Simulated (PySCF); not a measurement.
**NaH₂S+, an ion with solvent molecules: interaction energy**

The task here is to estimate one member of a computed series from the others.

Programs: PySCF 2.14.0. All values are calculated, for the isolated system unless a continuum is named. Atoms count from 0, parts from 1.

## The system as given

4 atoms, charge 1, multiplicity 1; geometry: GFN2-xTB. Parts: 1 = atom 0, `[Na+]`, charge 1; 2 = atoms 1–3, `S`, charge 0.

The first run:

Job settings and geometry (Å):

```
{"job": {"xc": "PBE0", "basis": "def2-TZVPD", "d3": "d3bj", "grid": 3, "kind": "geom", "shake": 0.01}, "charge": 1, "multiplicity": 1, "parts": [{"atoms": "0-0", "charge": 1, "multiplicity": 1}, {"atoms": "1-3", "charge": 0, "multiplicity": 1}]}
Na     0.588969     0.358196    -0.200741
S     -2.509814    -0.346827     0.707305
H     -2.578887    -1.660562     0.879052
H     -2.550067    -0.097840     2.010915
```

Launch:

```console
> OMP_NUM_THREADS=1 python cluster_run.py task.json out
```

This one command runs all jobs of the session in turn.

Among the steps run: Relaxing the molecule at PBE0-D3(BJ)/def2-TZVPD; Coupled-cluster interaction energy: CCSD(T) and MP2, 2.78 Å; Coupled-cluster interaction energy: CCSD(T) and MP2, 2.92 Å; Coupled-cluster interaction energy: CCSD(T) and MP2, 3.06 Å; Coupled-cluster interaction energy: CCSD(T) and MP2, 2.64 Å; Coupled-cluster interaction energy: CCSD(T) and MP2, 3.47 Å; Coupled-cluster interaction energy: CCSD(T) and MP2, 2.50 Å; Coupled-cluster interaction energy: CCSD(T) and MP2, 4.17 Å; Coupled-cluster interaction energy: CCSD(T) and MP2, 5.55 Å.

One table of the session follows, with a row left open; its other results are not shown here.

It belongs to the step «Coupled-cluster interaction energy: CCSD(T) and MP2, 5.55 Å». 

```
                 method  interaction energy (kcal/mol)
         HF/aug-cc-pVDZ                              ?
        MP2/aug-cc-pVDZ                          -2.73
       CCSD/aug-cc-pVDZ                          -2.67
    CCSD(T)/aug-cc-pVDZ                          -2.66
         HF/aug-cc-pVQZ                          -2.72
        MP2/aug-cc-pVQZ                          -2.66
    SCS-MP2/aug-cc-pVQZ                          -2.65
      MP2, extrapolated                          -2.66
CCSD(T), limit estimate                          -2.60
```

Estimate the missing values for HF/aug-cc-pVDZ.

**Answer.** interaction energy (kcal/mol): -2.78. In the column «interaction energy (kcal/mol)» it is the lowest.
